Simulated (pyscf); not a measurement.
Single points on ωB97X-D3(BJ)/def2-SVP structures (PySCF, gas phase). MP2 and CC: frozen core, UHF for open shells. ΔMP2 is the change of the MP2 total energy from the triple- to the quadruple-zeta basis.

### Question
Estimate by transition-state theory (the high-pressure limit) the rate constant of Cl–SiH₂–Cl (SMILES Cl[SiH2]Cl) -> HCl (SMILES Cl) + :HSi–Cl (SMILES [SiH]Cl) [singlet] (singlet surface; Cl–Si, H–Si broken, Cl–H formed) at 1200 K, with CCSD(T)/def2-TZVPP + ΔMP2(QZVPP) energies (ideal gas, 1 atm, RRHO with modes under 100 cm⁻¹ raised to 100, one conformer, R ln 2 for rigid chiral ones; no tunnelling).

### Answer
The electronic barrier is 75.0 kcal/mol and the thermal terms add -7.8, so ΔG‡ = 67.2 kcal/mol. With k_BT/h = 2.50e+13 s⁻¹ and RT = 2.385 kcal/mol, k = 1.4e+01 s⁻¹; so small a molecule is far into fall-off at 1 atm, where the true rate is lower. Wigner's tunnelling factor for 1130i cm⁻¹ would be 1.08. A shift of 1 kcal/mol in the barrier changes k by a factor 1.5. On the product side the descent ends in a complex, 7.0 kcal/mol under the separated species and 10.6 kcal/mol under the saddle at ωB97X-D3(BJ)/def2-TZVP. At ωB97X-D3(BJ) the barrier from the zero used here is 78.5 kcal/mol. One saddle was located; it need not be the lowest between these sides. The CCSD(T) − MP2 part came from Ansatz, without density fitting, on the same reference.
